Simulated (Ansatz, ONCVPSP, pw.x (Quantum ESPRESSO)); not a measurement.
Equation-of-state test of one ONCV potential (Mg)

| Property | Result |
| --- | --- |
| Element | magnesium |
| Generator | ONCVPSP 4.0.1.1 (patched build) |
| Type | optimised norm-conserving Vanderbilt (ONCV) |
| Functional | LDA (Perdew-Wang 92) |
| Relativity | scalar-relativistic |
| Frozen core | [Ne] |
| Valence charge | 2 |
| Reference configuration | 3s1 (charge +1) |
| Partial waves | 3s: rc 2.45 bohr, ncon 3, nbas 6, qcut 3.4 1/bohr, 2 projectors, debl 1.1 Ha; p scattering state at 0.24 Ha: rc 1.95 bohr, ncon 4, nbas 7, qcut 4.5 1/bohr, local; d scattering state at 0.17 Ha: rc 1.95 bohr, ncon 4, nbas 8, qcut 4.4 1/bohr, 1 projector |
| Local potential | the p channel |
| Core correction | Teter function, fcfact 4, rcfact 1.55 |

In the p channel the program set the typed energies aside and used 0.050 Ha.

Crystal test: bcc Mg in pw.x 7.5, no spin, 13³ k-points, Fermi–Dirac smearing 0.01 Ry, cutoffs 50/200 Ry. The reference is all-electron LAPW (Ansatz 0.2.0) with the same functional, mesh and smearing; V0 and B0 come from Birch–Murnaghan fits to the pressures at five volumes. Errors are pseudo minus all-electron; Δ is the rms difference of the E(V) curves that follow from these fits, minima aligned, over ±6 % about the mean V0. Mesh and smearing are coarse, so the numbers serve the comparison and aren't converged zero-temperature values; the lattice is a test structure that the element need not adopt.

```tsv
V (Å³/atom)	P all-electron (GPa)	P pseudo (GPa)
20.498	2.38	3.64
21.038	1.20	2.37
21.577	0.17	1.24
22.116	-0.75	0.24
22.656	-1.55	-0.65
```

All-electron: a0 = 3.513 Å (V0 = 21.67 Å³/atom), B0 = 38.2 GPa.

Pseudopotential: mean pressure error (GPa): +1.08; a0 (Å): 3.544; a0 error (%): +0.89; B0 error (%): -1.7; Δ (meV/atom): 4.8. This is a poor potential for the solid.

Q: At the middle volume, how do free energy and pressure move when the wave cutoff is lowered (ecutrho kept at four times it)?

A:

```csv
cutoff (Ry),shift of F (meV/atom),shift of P (GPa)
22,+2.4,-0.01
30,+1.6,+0.01
40,+0.5,-0.02
```

The run at the middle volume (84 k-points, 5 iterations) took about 7.3 s on one core of a shared host (Neoverse-N1, 64 threads, 124 GiB, load 59).
